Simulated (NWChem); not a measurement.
System: Cl2, triplet; SMILES of the neutral closed-shell parent ClCl

Excerpt of the output:

```
             Northwest Computational Chemistry Package (NWChem) 7.3.0
             --------------------------------------------------------

                             Geometry "geometry" -> ""
                             -------------------------

 Output coordinates in angstroms (scale by  1.889725989 to convert to a.u.)

  No.       Tag          Charge          X              Y              Z
 ---- ---------------- ---------- -------------- -------------- --------------
    1 Cl                  17.0000     0.00000000     0.00000000     1.24694200
    2 Cl                  17.0000     0.00000000     0.00000000    -1.24694200

 Effective nuclear repulsion energy (a.u.)      61.3229103523

                                 NWChem DFT Module
                                 -----------------

 Summary of "ao basis" -> "ao basis" (spherical)
 ------------------------------------------------------------------------------
       Tag                 Description            Shells   Functions and Types
 ---------------- ------------------------------  ------  ---------------------
 Cl                         def2-svp                 8       18   4s3p1d

 in cosmo_initialize ...
 calling solv_data for solv:propanol

 solvent parameters
 solvname_short: propanol
 solvname_long:  1-propanol
 dielec:       20.5240
 dielecinf:     1.9182
 nonaqueous SMD model solvent descriptors
 dielec:       20.5240
 sola:          0.3700
 solb:          0.4800
 solc:          0.0000
 solg:         33.5700
 solh:          0.0000
 soln:          1.3850

          ---------------
          -cosmo- solvent
          ---------------
 Cosmo: York-Karplus, doi: 10.1021/jp992097l
 dielectric constant -eps-     =  20.52
 screen = (eps-1)/(eps    )    =   0.95128
 surface charge correction     = lagrangian

   van der Waals surface
 --------------------------

 ---------- ATOMIC COORDINATES (A.U.) ------------ VDWR(ANG.) --
     1    0.00000000    0.00000000    2.35637870     2.380
     2    0.00000000    0.00000000   -2.35637870     2.380
 number of segments per atom =        128
 number of   points per atom =        128
 atom (   nspa,  nppa )
 ----------------------
    1 (    104,     0 )       0
    2 (    104,     0 )       0
 number of -cosmo- surface points =      208
 molecular surface =    107.752 angstrom**2
 molecular volume  =    102.354 angstrom**3
 -lineq- algorithm             =   0
 -bem- low  level              =   3
 -bem- from -octahedral-
 gaussian surface charge width =   4.50000
 degree of switching           =   1.00000
 switching function tolerance  =   0.00010
 atomic radii =
 --------------
    1 17.000  2.380
    2 17.000  2.380
 ...... end of -cosmo- initialization ......

 nat:                     2
 ixmem:                   309
 calling mnsol_interface()
 G(SMD-CDS) energy (kcal/mol)  =    -2.012
 SMD-CDS SASA (angstrom**2)    =    91.778

            General Information
            -------------------
          SCF calculation type: DFT
          Wavefunction type:  spin polarized.
          No. of atoms     :     2
          No. of electrons :    34
           Alpha electrons :    18
            Beta electrons :    16
          Charge           :     0
          Spin multiplicity:     3
          Use of symmetry is: off; symmetry adaption is: off
          Maximum number of iterations: 150
          AO basis - number of functions:    36
                     number of shells:    16
          Convergence on energy requested:  1.00D-06
          Convergence on density requested:  1.00D-05
          Convergence on gradient requested:  5.00D-04

              XC Information
              --------------
                       M05-2X Method XC Functional
                     Hartree-Fock (Exact) Exchange  0.560
                M05-2X metaGGA Exchange Functional  0.440
                      M05-2X Correlation Potential  1.000

             Grid Information
             ----------------
          Grid used for XC integration:  medium
          Radial quadrature: Mura-Knowles
          Angular quadrature: Lebedev.
          Tag              B.-S. Rad. Rad. Pts. Rad. Cut. Ang. Pts.
          ---              ---------- --------- --------- ---------
          Cl                  1.00       88           7.0       590
          Grid pruning is: on
          Number of quadrature shells:   176
          Spatial weights used:  Erf1

      Superposition of Atomic Density Guess
      -------------------------------------

 Sum of atomic energies:        -918.64703840

      Non-variational initial energy
      ------------------------------

 Total energy =    -918.344323
 1-e energy   =   -1392.299688
 2-e energy   =     412.632455
 HOMO         =      -0.386417
 LUMO         =      -0.267554

   convergence    iter        energy       DeltaE   RMS-Dens  Diis-err
 ---------------- ----- ----------------- --------- --------- ---------
     COSMO gas phase
 d= 0,ls=0.0,diis     1   -919.9673103369 -9.81D+02  4.65D-03  3.87D-02
                                                     2.67D-03  2.95D-02
 d= 0,ls=0.0,diis     2   -919.9772160336 -9.91D-03  1.05D-03  1.13D-03
                                                     1.64D-03  2.10D-03
 d= 0,ls=0.0,diis     3   -919.9780174380 -8.01D-04  4.32D-04  3.18D-04
                                                     2.28D-04  1.57D-04
 d= 0,ls=0.0,diis     4   -919.9781374786 -1.20D-04  9.15D-05  5.34D-06
                                                     7.14D-05  3.05D-06
 d= 0,ls=0.0,diis     5   -919.9781409026 -3.42D-06  8.89D-06  3.49D-07
                                                     2.21D-05  4.96D-07
 d= 0,ls=0.0,diis     6   -919.9781411327 -2.30D-07  3.24D-06  3.22D-09
                                                     2.76D-06  3.43D-09

   convergence    iter        energy       DeltaE   RMS-Dens  Diis-err
 ---------------- ----- ----------------- --------- --------- ---------
     COSMO solvation phase
 d= 0,ls=0.0,diis     1   -919.9816274105 -3.49D-03  5.40D-05  3.34D-06
                                                     5.20D-05  2.99D-06
 d= 0,ls=0.0,diis     2   -919.9816297332 -2.32D-06  1.44D-05  3.15D-07
                                                     1.07D-05  2.21D-07
 d= 0,ls=0.0,diis     3   -919.9816298770 -1.44D-07  3.75D-06  3.23D-08
                                                     3.64D-06  3.15D-08

[...]

                                COSMO-SMD solvation results
                                ---------------------------

             internal energy in gas <Psi(g)|H|Psi(g)> =      -919.978141132725
         internal energy in solvent <Psi(s)|H|Psi(s)> =      -919.978138905096
                               delta internal energy  =         0.000002227629 (    0.00 kcal/mol)
   total free energy in solvent <Psi(s)|H+V/2|Psi(s)> =      -919.978423949105
 polarization energy contribution <Psi(s)|V/2|Psi(s)> =        -0.000285044009 (   -0.18 kcal/mol)
    total free energy in solvent including G(SMD-CDS) =      -919.981629876993
                       G(SMD-CDS) energy contribution =        -0.003205927887 (   -2.01 kcal/mol)
     1 M fixed-concentration free energy of solvation =        -0.003488744267 (   -2.19 kcal/mol)

                    DFT Final Alpha Molecular Orbital Analysis
                    ------------------------------------------

 Vector   16  Occ=1.000000D+00  E=-4.282900D-01
              MO Center= -1.9D-08,  7.5D-09, -1.0D-05, r^2= 2.7D+00
   Bfn.  Coefficient  Atom+Function         Bfn.  Coefficient  Atom+Function
  ----- ------------  ---------------      ----- ------------  ---------------
    11      0.457387  1 Cl px                29     -0.457390  2 Cl px
     8      0.365792  1 Cl px                26     -0.365795  2 Cl px
     5      0.205125  1 Cl px                23     -0.205127  2 Cl px
    12     -0.070706  1 Cl py                30      0.070706  2 Cl py
     9     -0.056534  1 Cl py                27      0.056534  2 Cl py

 Vector   17  Occ=1.000000D+00  E=-3.978304D-01
              MO Center=  7.9D-11, -2.6D-08, -9.3D-06, r^2= 2.7D+00
   Bfn.  Coefficient  Atom+Function         Bfn.  Coefficient  Atom+Function
  ----- ------------  ---------------      ----- ------------  ---------------
    12      0.463934  1 Cl py                30     -0.463937  2 Cl py
     9      0.358744  1 Cl py                27     -0.358746  2 Cl py
     6      0.202755  1 Cl py                24     -0.202757  2 Cl py
    11      0.071704  1 Cl px                29     -0.071704  2 Cl px
     8      0.055459  1 Cl px                26     -0.055459  2 Cl px

 Vector   18  Occ=1.000000D+00  E=-3.646204D-01
              MO Center= -1.0D-09, -2.1D-09, -2.5D-06, r^2= 2.8D+00
   Bfn.  Coefficient  Atom+Function         Bfn.  Coefficient  Atom+Function
  ----- ------------  ---------------      ----- ------------  ---------------
    13      0.529047  1 Cl pz                31      0.529048  2 Cl pz
    10      0.391232  1 Cl pz                28      0.391233  2 Cl pz
     7      0.218057  1 Cl pz                25      0.218058  2 Cl pz
     3     -0.099850  1 Cl s                 21      0.099850  2 Cl s
     2      0.060650  1 Cl s                 20     -0.060649  2 Cl s

 Vector   19  Occ=0.000000D+00  E= 4.530956D-01
              MO Center= -1.2D-07, -1.0D-07,  4.0D-06, r^2= 3.6D+00
   Bfn.  Coefficient  Atom+Function         Bfn.  Coefficient  Atom+Function
  ----- ------------  ---------------      ----- ------------  ---------------
     3      1.440668  1 Cl s                 21      1.440663  2 Cl s
     4     -1.252761  1 Cl s                 22     -1.252756  2 Cl s
     2     -0.408751  1 Cl s                 20     -0.408750  2 Cl s
    13     -0.092320  1 Cl pz                31      0.092321  2 Cl pz
     1      0.055554  1 Cl s                 19      0.055554  2 Cl s

 Vector   20  Occ=0.000000D+00  E= 5.441443D-01
              MO Center= -1.7D-07, -1.6D-07, -3.1D-06, r^2= 4.0D+00
   Bfn.  Coefficient  Atom+Function         Bfn.  Coefficient  Atom+Function
  ----- ------------  ---------------      ----- ------------  ---------------
     4     -1.526278  1 Cl s                 22      1.526282  2 Cl s
     3      1.500514  1 Cl s                 21     -1.500518  2 Cl s
     2     -0.382119  1 Cl s                 20      0.382120  2 Cl s
    16      0.157895  1 Cl d  0              34     -0.157894  2 Cl d  0
    10      0.138652  1 Cl pz                28      0.138651  2 Cl pz

 Vector   21  Occ=0.000000D+00  E= 6.979502D-01
              MO Center= -4.1D-09, -2.1D-09,  1.3D-06, r^2= 2.5D+00
   Bfn.  Coefficient  Atom+Function         Bfn.  Coefficient  Atom+Function
  ----- ------------  ---------------      ----- ------------  ---------------
    16      0.665756  1 Cl d  0              34      0.665755  2 Cl d  0
    10      0.201251  1 Cl pz                28     -0.201252  2 Cl pz
     4     -0.175866  1 Cl s                 22     -0.175867  2 Cl s
     3      0.151482  1 Cl s                 21      0.151483  2 Cl s
    13     -0.109398  1 Cl pz                31      0.109399  2 Cl pz

                     DFT Final Beta Molecular Orbital Analysis
                     -----------------------------------------

 Vector   14  Occ=1.000000D+00  E=-4.192375D-01
              MO Center= -3.0D-08, -2.1D-07,  8.0D-06, r^2= 2.6D+00
   Bfn.  Coefficient  Atom+Function         Bfn.  Coefficient  Atom+Function
  ----- ------------  ---------------      ----- ------------  ---------------
    12      0.449532  1 Cl py                30      0.449529  2 Cl py
     9      0.330752  1 Cl py                27      0.330750  2 Cl py
     6      0.190963  1 Cl py                24      0.190961  2 Cl py
    11      0.069252  1 Cl px                29      0.069251  2 Cl px
     8      0.050973  1 Cl px                26      0.050973  2 Cl px

 Vector   15  Occ=1.000000D+00  E=-3.769098D-01
              MO Center= -9.5D-11, -2.1D-08, -8.0D-06, r^2= 2.7D+00
   Bfn.  Coefficient  Atom+Function         Bfn.  Coefficient  Atom+Function
  ----- ------------  ---------------      ----- ------------  ---------------
    12      0.468224  1 Cl py                30     -0.468227  2 Cl py
     9      0.353942  1 Cl py                27     -0.353944  2 Cl py
     6      0.201203  1 Cl py                24     -0.201204  2 Cl py
    11      0.072206  1 Cl px                29     -0.072207  2 Cl px
     8      0.054594  1 Cl px                26     -0.054595  2 Cl px

 Vector   16  Occ=1.000000D+00  E=-3.638035D-01
              MO Center= -9.5D-09,  5.1D-09,  1.4D-06, r^2= 2.6D+00
   Bfn.  Coefficient  Atom+Function         Bfn.  Coefficient  Atom+Function
  ----- ------------  ---------------      ----- ------------  ---------------
    11      0.466957  1 Cl px                29      0.466956  2 Cl px
     8      0.308146  1 Cl px                26      0.308146  2 Cl px
     5      0.184645  1 Cl px                23      0.184644  2 Cl px
    12     -0.071956  1 Cl py                30     -0.071957  2 Cl py
     9     -0.047464  1 Cl py                27     -0.047464  2 Cl py

 Vector   17  Occ=0.000000D+00  E=-2.083663D-01
              MO Center= -1.2D-08,  6.0D-09, -1.4D-06, r^2= 2.8D+00
   Bfn.  Coefficient  Atom+Function         Bfn.  Coefficient  Atom+Function
  ----- ------------  ---------------      ----- ------------  ---------------
    11      0.488567  1 Cl px                29     -0.488568  2 Cl px
     8      0.331405  1 Cl px                26     -0.331405  2 Cl px
     5      0.195250  1 Cl px                23     -0.195250  2 Cl px
    12     -0.075357  1 Cl py                30      0.075357  2 Cl py
     9     -0.051104  1 Cl py                27      0.051104  2 Cl py

 Vector   18  Occ=0.000000D+00  E=-1.299512D-01
              MO Center=  7.5D-09,  4.8D-09, -5.7D-07, r^2= 2.8D+00
   Bfn.  Coefficient  Atom+Function         Bfn.  Coefficient  Atom+Function
  ----- ------------  ---------------      ----- ------------  ---------------
    13      0.568302  1 Cl pz                31      0.568302  2 Cl pz
    10      0.353706  1 Cl pz                28      0.353706  2 Cl pz
     7      0.207504  1 Cl pz                25      0.207504  2 Cl pz
     3     -0.127126  1 Cl s                 21      0.127126  2 Cl s
     2      0.077875  1 Cl s                 20     -0.077875  2 Cl s

 Vector   19  Occ=0.000000D+00  E= 4.685346D-01
              MO Center= -6.4D-08, -9.0D-08,  3.1D-06, r^2= 3.7D+00
   Bfn.  Coefficient  Atom+Function         Bfn.  Coefficient  Atom+Function
  ----- ------------  ---------------      ----- ------------  ---------------
     3      1.447021  1 Cl s                 21      1.447017  2 Cl s
     4     -1.253340  1 Cl s                 22     -1.253336  2 Cl s
     2     -0.412509  1 Cl s                 20     -0.412508  2 Cl s
    13     -0.107619  1 Cl pz                31      0.107619  2 Cl pz
     1      0.056136  1 Cl s                 19      0.056136  2 Cl s

   alpha - beta orbital overlaps
   -----------------------------

   alpha      1      2      3      4      5      6      7      8      9     10
    beta      1      2      4      3      9     10      7      8      5      6
 overlap   1.000  1.000  1.000  1.000  1.000  1.000  1.000  1.000  1.000  1.000

   alpha     11     12     13     14     15     16     17     18     19     20
    beta     11     12     13     16     14     17     15     18     19     20
 overlap   1.000  0.999  0.999  0.999  1.000  0.999  1.000  0.999  0.999  0.999

   alpha     21     22     23     24     25     26     27     28     29     30
    beta     21     23     22     24     28     27     25     30     29     26
 overlap   0.985  0.998  0.989  0.743  0.986  1.000  0.985  1.000  0.984  0.743

   alpha     31     32     33     34     35     36
    beta     32     31     33     35     34     36
 overlap   0.998  0.989  0.999  0.999  0.998  1.000

[...]
```

Level: M05-2X/def2-SVP, spin-unrestricted, SMD on the gas-phase geometry. The state is orbitally degenerate and is run as one real component. Geometry: optimised at PBE0/def2-SVP, spin-unrestricted. The spin multiplicity was typed, not searched, and may not be the lowest. No stability test was run on the SCF state. Solvent: 1-propanol.

**Question.** Reconstruct the input file.

**Answer.** One answer among several that fit: the input that was run:
```
start job
memory heap 200 mb stack 900 mb global 1100 mb
geometry units angstroms noautosym nocenter noautoz
  Cl     0.000000     0.000000     1.246942
  Cl     0.000000     0.000000    -1.246942
end
basis spherical
  * library def2-svp
end
dft
  odft
  mult 3
  xc m05-2x
  iterations 150
end
cosmo
  do_cosmo_smd true
  solvent propanol
end
task dft energy
```
